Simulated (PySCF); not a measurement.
Geometry (Å), atoms numbered from 1 in this order:
```xyz
14

O    -0.400    2.522   -0.091
C    -0.212    1.336   -0.047
C     1.141    0.641   -0.136
C     0.868   -0.806    0.264
C    -0.574   -1.050   -0.201
C    -1.285    0.264    0.106
H     1.463    0.711   -1.190
H     1.895    1.174    0.461
H     0.926   -0.909    1.361
H     1.584   -1.522   -0.165
H    -0.586   -1.237   -1.289
H    -1.038   -1.923    0.280
H    -2.164    0.496   -0.512
H    -1.618    0.301    1.159
```

Geometry: PBE0-D3(BJ)/def2-SVP; GIAO shifts from PySCF 2.14.0 with density-fitted response routines, gas phase, non-relativistic, averaged over equivalent atoms.

At PBE0/pcSseg-1 (142 basis functions, about 29 core-seconds):
| atoms | δ (ppm) |
| --- | --- |
| O1 | 660.8 |
| C2 | 220.2 |
| C3/C6 | 39.9 |
| C4/C5 | 25.7 |
| H7/H8/H13/H14 | 1.96 |
| H9/H10/H11/H12 | 1.75 |

Scale: H2O for 17O (334.56 ppm); 13C (184.41 ppm), 1H (31.27 ppm) against TMS (reference shieldings calculated alike).

What do these become at wB97X-D/pcSseg-2?

Results:


```tsv
atoms	δ at wB97X-D/pcSseg-2	change
O1	643.0	-17.8
C2	229.9	+9.7
C3/C6	41.8	+1.9
C4/C5	27.1	+1.4
H7/H8/H13/H14	2.00	+0.04
H9/H10/H11/H12	1.84	+0.09
```

References, each an isolated molecule treated in the same way: 17O (σ = 326.83 ppm) vs H2O; 13C (σ = 184.42 ppm), 1H (σ = 31.36 ppm) against TMS.

The largest change is at O1 (ketone oxygen). Cost: 328 basis functions, of the order of 2.3 core-minutes. The order of the carbon signals is the same at both levels.

Unscaled 17O shifts of doubly bonded oxygen tend to come out too high, by tens of ppm or more. Experimental scales use liquid or dissolved standards, which lie at an offset from isolated H2O (liquid H2O: subtract about 36 ppm).
